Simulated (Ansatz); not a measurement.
Results of PBE-D4 in Ansatz (PAW) for graphite.

Numerical settings: plane-wave cutoff 520 eV, 24×24×8 k mesh (along the axes of the cell as run), Fermi–Dirac smearing 0.05 eV, scalar-relativistic PAW data made under PBE.

Starting structure:

```
CELL_PARAMETERS angstrom
      2.46000     0.00000     0.00000
     -1.23000     2.13042     0.00000
      0.00000     0.00000     6.71000
ATOMIC_POSITIONS crystal
  C  0.00000 0.00000 0.75000
  C  0.00000 0.00000 0.25000
  C  0.66667 0.33333 0.75000
  C  0.33333 0.66667 0.25000
```

Question: Into what structure does the relaxation of cell and atoms lead at this level, with the symmetry of the start kept?

Answer: The volume falls by 0.7 %; final space group P6_3/mmc.
```
CELL_PARAMETERS angstrom
      2.45989     0.00000     0.00000
     -1.22994     2.13032     0.00000
      0.00000     0.00000     6.66374
ATOMIC_POSITIONS crystal
  C  0.00000 0.00000 0.75000
  C  0.00000 0.00000 0.25000
  C  0.66667 0.33333 0.75000
  C  0.33333 0.66667 0.25000
```

Ansatz is a program for electronic structure.
